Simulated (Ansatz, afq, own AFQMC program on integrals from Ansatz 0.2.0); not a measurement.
# Where AFQMC and coupled cluster stand for GeNH₃, triplet

```xyz
5

Ge    0.0000    0.0136    0.2703
N     0.0000   -0.1285   -1.4273
H     0.0000    1.2926    1.1326
H     0.0000   -1.2745    1.0940
H     0.0000    0.7906   -1.8701
```

Connectivity, by distances: GeH2–NH.

Basis cc-pVDZ. Noble-gas cores (and the filled d shells of Ga–Kr and In–Xe) are frozen. Ansatz 0.2.0 and our own AFQMC program on the same integrals; the CISD trial comes from CCSD amplitudes, and released means the phaseless constraint is let go. ± is one standard error of the sampling. No spin–orbit coupling.

Determinant: ROHF, the one that the program's search chose, which needn't be the lowest solution. The geometry is a PBE0/def2-TZVP stationary point of this or a neighbouring charge and spin state.

No full CI on the walks' own integrals is used here. The released AFQMC energy serves as the reference, which it does only where one determinant dominates, the energy is flat over the last release times and near the phaseless one (40 meV or 2 meV an electron, half that with transition metals). On small molecules, where full CI could be run and the noise was under 10 meV, such values lay within 10 meV of it in 19 cases of 20, a flattering rate, since the rule was set on those same cases; what remains of the bias isn't in the error bar.

Cautions: no relativity below Rb; no spin-orbit coupling; inner d shell frozen; another spin lies lower; the released value is read at 2.40 1/Eh (meV from the phaseless value at times in 1/Eh: -2 ± 4 at 0.24, -6 ± 3 at 0.51, -6.9 ± 2.2 at 0.99, -9 ± 3 at 1.62, -11 ± 3 at 2.40).

```
T1 diagnostic                               : 0.0177
weight of the determinant in the CISD state : 0.888
size of the correlated space                : 12 electrons in 41 orbitals
```

Problem. Estimate: order these by the size of their error in total energy against AFQMC with the constraint released, smallest first.
A. MP2
B. CCSD(T)
C. phaseless AFQMC with a CISD trial
D. CCSD

Solution. C (0.42 ± 0.15 mEh), B (1.45 ± 0.12 mEh), D (7.16 ± 0.12 mEh), A (41.41 ± 0.12 mEh).

Reference: AFQMC with the constraint released, correlation energy -7.196 ± 0.003 eV.

A walk keeps the symmetry of its determinant, which the program's search chose and which needn't be the lowest solution, so a lower state of the same spin and another symmetry isn't excluded. Released energies are given only where the last usable release times agree within the noise; a slower fall can still hide under it.
